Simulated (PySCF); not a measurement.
SH⁺: energy against distance

Set-up: basis H cc-pVTZ, S cc-pV(T+d)Z; no relativity; PySCF 2.14. Energies in eV from H + S⁺ in their ground configurations at the same level. State: ³Σ⁻ (triplet), unpaired electrons π ↑↑.

All columns are r²SCAN0. A positive dipole points towards S; it is taken about the centre of mass and depends on that origin.

| R (Å) | E (eV) | μ (D) | Mulliken charge on H (basis-dependent) | HOMO (eV) | LUMO (eV) | Mayer bond order | ⟨S²⟩ |
| --- | --- | --- | --- | --- | --- | --- | --- |
| 1.178 | -3.248 | -1.11 | 0.19 | -19.41 | -12.93 | 1.00 | 2.01 |
| 1.233 | -3.562 | -1.17 | 0.20 | -19.35 | -12.88 | 0.98 | 2.01 |
| 1.288 | -3.737 | -1.23 | 0.21 | -19.29 | -12.84 | 0.97 | 2.01 |
| 1.329 | -3.797 | -1.29 | 0.22 | -19.24 | -12.80 | 0.96 | 2.01 |
| 1.370 | -3.809 | -1.35 | 0.22 | -19.20 | -12.76 | 0.96 | 2.01 |
| 1.411 | -3.781 | -1.41 | 0.23 | -19.15 | -12.72 | 0.95 | 2.01 |
| 1.466 | -3.696 | -1.49 | 0.24 | -19.10 | -12.67 | 0.94 | 2.01 |
| 1.534 | -3.532 | -1.61 | 0.26 | -19.02 | -12.60 | 0.93 | 2.01 |
| 1.617 | -3.280 | -1.76 | 0.28 | -18.94 | -12.52 | 0.92 | 2.02 |
| 1.726 | -2.893 | -1.98 | 0.30 | -18.83 | -12.41 | 0.89 | 2.02 |

A fit through these points gives, at Re = 1.360 Å, μ = -1.33 D and dμ/dR = -1.41 D/Å; the reduced mass is 0.977 u.

Problem. How strong is the fundamental in the double-harmonic approximation, I = 42.26·(dμ/dR)²/μred km/mol?

Solution. I = 42.26·(-1.41)²/0.977 = 86.0 km/mol at r²SCAN0.

For an ion De counts to the pair picked by the measured ionisation energies or electron affinities, which need not be the lowest pair at this level. The state was picked by a PBE0 search and need not be the measured ground state.
